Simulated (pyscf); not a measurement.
# Insertion: `[Cl][Sn][Cl]` [singlet] + `[SH2]` → `[SH][SnH]([Cl])[Cl]`

Gas phase, singlet surface, charge 0. Bonds broken: S4–H5. Bonds formed: Sn2–S4, Sn2–H5. PySCF, gas phase, ωB97X-D3(BJ)/def2-SVP geometries. Correlated levels are frozen-core, on RHF or UHF. ΔMP2 is the change of the MP2 total energy from the triple- to the quadruple-zeta basis.

Transition state (Å):

```xyz
6

Cl     1.3417     2.6159    -1.0312
Sn     1.3955     0.3939    -0.3170
Cl     2.4310     0.4083     1.7810
S     -1.0538    -0.1281     0.2674
H      0.3337    -0.9023    -0.8906
H     -0.6392    -0.9366     1.2657
```

One imaginary mode, 1268i cm⁻¹; descent along it reached the two sides named, in the forms told below.

| bond | change | reactant side (Å) | saddle | product side |
|---|---|---|---|---|
| S4–H5 | breaks | 1.350 | 1.966 | 3.4 |
| Sn2–S4 | forms | 2.9 | 2.572 | 2.371 |
| Sn2–H5 | forms | 3.1 | 1.771 | 1.693 |

Electronic energies relative to the separated reactants (kJ/mol):

| level | barrier | reaction energy | reverse barrier |
|---|---|---|---|
| ωB97X-D3(BJ)/def2-TZVP | 165.0 | -44.3 | 209.2 |
| PBE/def2-TZVP | 136.2 | +1.0 | 135.2 |
| r²SCAN/def2-TZVP | 135.3 | -20.0 | 155.3 |
| B3LYP-D3(BJ)/def2-TZVP | 162.6 | +0.4 | 162.2 |
| PBE0-D3(BJ)/def2-TZVP | 145.4 | -24.1 | 169.5 |
| M06-2X/def2-TZVP | 163.6 | -29.5 | 193.0 |
| ωB97M-D3(BJ)/def2-TZVP | 180.5 | -13.8 | 194.3 |
| HF/def2-TZVP | 248.7 | -13.3 | 262.0 |
| MP2/def2-QZVPP | 157.6 | -22.2 | 179.8 |
| CCSD/def2-TZVPP | 184.5 | -19.2 | 203.7 |
| CCSD(T)/def2-TZVPP | 164.0 | -23.2 | 187.2 |
| CCSD(T)/def2-TZVPP + ΔMP2(QZVPP) | 160.1 | -23.0 | 183.1 |

With CCSD(T)/def2-TZVPP + ΔMP2(QZVPP) energies and thermal terms (ideal gas, 1 atm, RRHO with modes under 100 cm⁻¹ raised to 100, one conformer, R ln 2 for rigid chiral ones), in kJ/mol:

```tsv
T (K)	ΔH‡	ΔG‡	ΔH	ΔG
298	155.5	198.8	-21.3	+21.3
600	158.0	241.7	-17.2	+63.0
900	161.4	282.9	-11.9	+102.0
1200	164.8	322.8	-6.5	+139.2
```

On the reactant side the descent ends in an adduct with a S–Sn contact (not fully relaxed), 59.9 kJ/mol under the separated species and 224.8 kJ/mol under the saddle at ωB97X-D3(BJ)/def2-TZVP. What is counted as formed (S–Sn) is already present as a longer contact in the reactant adduct; forming that adduct is a step of its own. One saddle was located; it need not be the lowest between these sides. The CCSD(T) − MP2 part came from Ansatz, without density fitting, on the same reference. The frozen core leaves the outer d or s,p core shells of the metals and heavy elements correlated in the MP2 and CC values, and def2-TZVPP describes them poorly, which can shift differences by a few kcal/mol. Elements past Kr carry the def2 core potentials, without spin-orbit coupling.
